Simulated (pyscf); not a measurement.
Thermochemistry of product channels of H₂N–SiH: [singlet] + HCl on the singlet surface, in kJ/mol, from ωB97M-D3(BJ)/def2-TZVP energies (ideal gas, 1 atm, RRHO with modes under 100 cm⁻¹ raised to 100, one conformer, R ln 2 for chiral ones without a mode under 150 cm⁻¹). Optimised with ωB97X-D3(BJ)/def2-SVP in PySCF.

| products | ΔE | ΔH(298 K) | ΔG(600 K) | ΔG(900 K) |
|---|---|---|---|---|
| H₂N–Si:–Cl [singlet] + H₂ | [?] | -129.7 | -119.1 | -116.0 |
| HN=SiH–Cl + H₂ | -14.6 | -28.9 | -17.9 | [?] |

Fill in the missing entries.


- H₂N–Si:–Cl [singlet] + H₂, ΔE: -124.8
- HN=SiH–Cl + H₂, ΔG(900 K): -15.0

These are energies of the channels, which say nothing of barriers.
